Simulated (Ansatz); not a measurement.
BP (zinc blende): values from a third-order Birch-Murnaghan fit to a volume scan beside measured ones. Computed values: r2SCAN (plane waves to 500 eV, PAW, scalar-relativistic; Ansatz, an electronic-structure program). BP was relaxed with its symmetry unable to fall. The PAW data are Ansatz's earlier set.

```tsv
quantity	reference	kind
Lattice constant a (Å)	4.525	measured, corrected to the static lattice
Bulk modulus B₀ (GPa)	176.5	measured, corrected to the static lattice
```

References as given in: Daniel Mejia-Rodriguez, S. B. Trickey, Physical Review B (2018), arXiv:1807.09216; Tamar Goldzak, Xiao Wang, Hong-Zhou Ye et al., The Journal of Chemical Physics (2022), arXiv:2208.04865.

### Question
Estimate the r2SCAN values and the sign and size of each difference.

### Answer
| quantity | r2SCAN | difference |
|---|---|---|
| Lattice constant a (Å) | 4.536 | +0.3 % |
| Bulk modulus B₀ (GPa) | 169 | -4.1 % |

For the lattice constant a it lies within 0.3 % of the reference. For the bulk modulus B₀ it lies within 5 % of the reference.

(Under strain, the slope of the energy per volume gives the stress and its curvature an elastic modulus.)
